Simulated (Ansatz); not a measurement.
System: fcc Pt. Method: LDA in Ansatz (PAW).

Settings: plane-wave cutoff 520 eV, 20×20×20 k mesh, Fermi–Dirac smearing 0.1 eV, perturbation theory, scalar-relativistic PAW data made under PBE.

Computed at the level's own relaxed cell.

Space group Fm-3m (No. 225); a = b = c = 3.8940 Å, α = β = γ = 90.00°

```csv
atom,site,symmetry,x,y,z
Pt,4a,m-3m,0.0000,0.0000,0.0000
```
(The calculation used a cell of 1 atom; values per cell refer to that cell.)

Harmonic phonon frequencies (cm⁻¹; i marks an imaginary mode):

```json
[
 {"q point": "X", "frequencies": "…"},
 {"q point": "L", "frequencies": "97 97 203"},
 {"q point": "W", "frequencies": "…"}
]
```

### Question
Fill in the missing entries.

### Answer

- X, frequencies: 132 132 198
- W, frequencies: 116 160 160

No imaginary mode appears at these points.

Ansatz is an electronic-structure program.
